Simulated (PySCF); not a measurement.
**C₅H₅F: geometry, NMR shifts, spin-spin couplings and electronic excitations**

Wanted: the NMR shifts, spin-spin couplings and electronic excitations of C₅H₅F (`FC1=CC=CC1`), by calculation.

Computed with PySCF 2.14.0, with density-fitted response routines of our own, on a single molecule in the gas phase. Atoms count from 0, in the outputs and in this text.

## 1. The molecule as given

11 atoms, charge 0, multiplicity 1; geometry from: GFN2-xTB.

Bonds of the start (Å): F0–C1 1.34, C1–C2 1.34, C2–C3 1.45, C3–C4 1.34, C4–C5 1.49, C5–C1 1.49, C2–H6 1.07, C3–H7 1.07, C4–H8 1.07, C5–H9 1.09, C5–H10 1.09.

## 2. Relaxing the molecule at PBE0-D3(BJ)/def2-SVP

The job: settings as JSON, then the geometry in Å.

```
{"job": {"xc": "PBE0", "basis": "def2-SVP", "d3": "d3bj", "grid": 1, "kind": "geom"}, "charge": 0, "multiplicity": 1}
F     -2.154287     1.187572     0.156938
C     -0.937963     0.638033     0.028907
C      0.174315     1.225650    -0.425932
C      1.235275     0.240095    -0.379469
C      0.762373    -0.919599     0.096457
C     -0.691622    -0.782088     0.410111
H      0.283607     2.236998    -0.767133
H      2.244096     0.444102    -0.689045
H      1.306058    -1.833096     0.246898
H     -1.309060    -1.471865    -0.168657
H     -0.907369    -0.963131     1.464961
```

**Question.** This job is followed by: GIAO PBE0/pcSseg-1 NMR shielding, non-relativistic, gas phase; B3LYP/pcJ-1 indirect spin-spin coupling, non-relativistic, gas phase; TDDFT B3LYP/def2-SVPD, vertical, gas phase, core orbitals frozen in the response; GIAO B3LYP/pcSseg-2 NMR shielding, non-relativistic, gas phase. What will the session give for the following? point group; rotational constants (main isotopes); ¹³C shifts against TMS (PBE0/pcSseg-1); ¹H shifts against TMS (PBE0/pcSseg-1, means over atoms taken as alike); ¹⁹F shifts against CFCl3 (PBE0/pcSseg-1); largest coupling of the table (B3LYP/pcJ-1); lowest singlet (B3LYP/def2-SVPD); brightest single state of those computed; lowest triplet; vertical ionisation energy (ΔSCF); range of the shift of F0.

**Answer**, as computed:

| quantity | value |
| --- | --- |
| point group | Cs |
| rotational constants (main isotopes) | 8.34, 3.37, 2.44 GHz |
| ¹³C shifts against TMS (PBE0/pcSseg-1) | 179.4, 140.0, 126.7, 112.3, 39.9 ppm |
| ¹H shifts against TMS (PBE0/pcSseg-1, means over atoms taken as alike) | 6.50, 5.92, 5.83, 2.96 ppm |
| ¹⁹F shifts against CFCl3 (PBE0/pcSseg-1) | -116.0 ppm |
| largest coupling of the table (B3LYP/pcJ-1) | ¹J(F,C) F0–C1, -358.7 Hz |
| lowest singlet (B3LYP/def2-SVPD) | 4.85 eV (256 nm), f = 0.070 |
| brightest single state of those computed | state 9, 7.79 eV, f = 0.154 |
| lowest triplet | 3.00 eV |
| vertical ionisation energy (ΔSCF) | 8.46 eV |
| range of the shift of F0 | -123.1 to -116.0 ppm |

Over 4 steps the energy fell by 0.043 eV; of the close pairs, F0–C1 changed most, 1.341 to 1.324 Å. No frequency check was run at this level, so the end point may be a saddle. At PBE0/pcSseg-1: The largest span, 259 ppm, is at F0, where the paramagnetic term is -179 ppm. Of the pairs tabulated at B3LYP/pcJ-1, F0–C1 couples most strongly (-358.7 Hz; Fermi contact -336.4 Hz). Couplings across rotatable bonds belong to this one conformer; where others are populated, the observed values are averages. The lowest singlet, at 4.85 eV, is HOMO→LUMO 0.98 and is bright; of the 10 states computed, the strongest absorption comes from state 9 at 7.79 eV. The lowest triplet lies 1.85 eV below the lowest singlet (triplets in Tamm-Dancoff, singlets in full TDDFT). ΔSCF puts the ionisation energy at 8.46 eV, 2.33 eV above −ε(HOMO). Across the 2 runs the shift of F0 moves most, between -123.1 (B3LYP/pcSseg-2) and -116.0 ppm (PBE0/pcSseg-1). Most of that comes from the computed reference, not from the atom's own shielding.
